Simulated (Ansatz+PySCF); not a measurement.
The numbers below are computed, except where a source is named.
## Ansatz (development build ahead of 0.2.0) run

```yaml
crystal:
  periodic: [false, false, false]
  atoms:
    - { symbol: C, position_ang: [0.0, -0.18758, -1.2263] }
    - { symbol: "N", position_ang: [0.0, 0.47166, -0.02024] }
    - { symbol: C, position_ang: [0.0, -0.15591, 1.20828] }
    - { symbol: H, position_ang: [0.0, 0.3949, -2.13181] }
    - { symbol: H, position_ang: [0.0, -1.26357, -1.20366] }
    - { symbol: H, position_ang: [0.0, 1.48144, -0.01843] }
    - { symbol: H, position_ang: [0.0, 0.56831, 2.0413] }
    - { symbol: O, position_ang: [0.0, -1.30925, 1.35086] }
basis:
  gaussian: { orbitals: cc-pVTZ }
magnetization:
  initial_magnetization: 1
hamiltonian:
  xc: hf
correlation:
  method: mp2
  frozen_orbitals: { C: 1, H: 0, "N": 1, O: 1 }
output:
  forces: true
```

The input is written out in the form of the current development build from the run's settings. Correlation on restricted open-shell orbitals is semicanonical, with singles.

The run gave:

| Item | Value |
| --- | --- |
| Converged | yes |
| Reference energy | -207.41060 hartree |
| Correlation energy | -0.74466 hartree |
| Total energy | -208.15525 hartree |
| Spin squared of the determinant | 0.750 |
| Stability test | minimum among restricted orbitals |
| Occupied orbitals by symmetry in an Abelian subgroup (alpha; beta) | 13 A' 3 A''; 13 A' 2 A'' |

Forces (eV/Å):
| atom | Fx | Fy | Fz |
| --- | --- | --- | --- |
| C1 | 0.000 | -0.156 | -0.099 |
| N2 | 0.000 | 0.564 | -0.012 |
| C3 | 0.000 | 4.550 | -0.605 |
| H4 | 0.000 | -0.089 | 0.149 |
| H5 | 0.000 | 0.139 | -0.006 |
| H6 | 0.000 | -0.196 | 0.023 |
| H7 | 0.000 | 0.093 | -0.116 |
| O8 | 0.000 | -4.903 | 0.665 |
